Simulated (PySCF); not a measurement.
C2H7N2 (charge +1).
Atom-mapped SMILES: `[H]/[N:1]=[CH:2]/[CH2:3][NH3+:4]` (hydrogens: H5 on N1; H6 on C2; H7, H8 on C3; H9, H10, H11 on N4)

Computed, not measured: MP2 and CCSD/aug-cc-pVDZ in PySCF, restricted Hartree–Fock reference, frozen core, non-relativistic, gas phase, PBE0-D3(BJ)/def2-SVP geometry.

E(HF) = -188.49479 Eh.

(1) How large is the problem?

(2) What are the MP2 and CCSD correlation energies?

(3) What is the T1 diagnostic?

## Answers

(1) 155 basis functions and 32 electrons; 4 orbitals frozen, which leaves o = 12 correlated occupied and v = 139 virtual orbitals. That is o·v = 1668 singles and o·v(o·v + 1)/2 = 1391946 distinct closed-shell doubles amplitudes before symmetry; the costliest CCSD step grows as o²v⁴ = 5.4 × 10^10.

(2) MP2 -0.6383 Eh and CCSD -0.6788 Eh, which gives totals of -189.13311 and -189.17358 Eh. That is 0.770 eV for each correlated electron at CCSD (1782 kJ/mol in all, 0.359 % of the total energy); MP2 gives 94.0 % of the CCSD value.

(3) 0.0112, below the customary warning level of 0.02. It is the norm of the spatial-orbital singles amplitudes over the root of the number of correlated electrons, so the norm is 0.055.

No triples correction and no basis-set extrapolation were made.

Shape of the structure used: `[H]/[N:1]=[CH:2]/[CH2:3][NH3+:4]`: N1–C2–C3–N4 0°.

One conformer stands for the species.
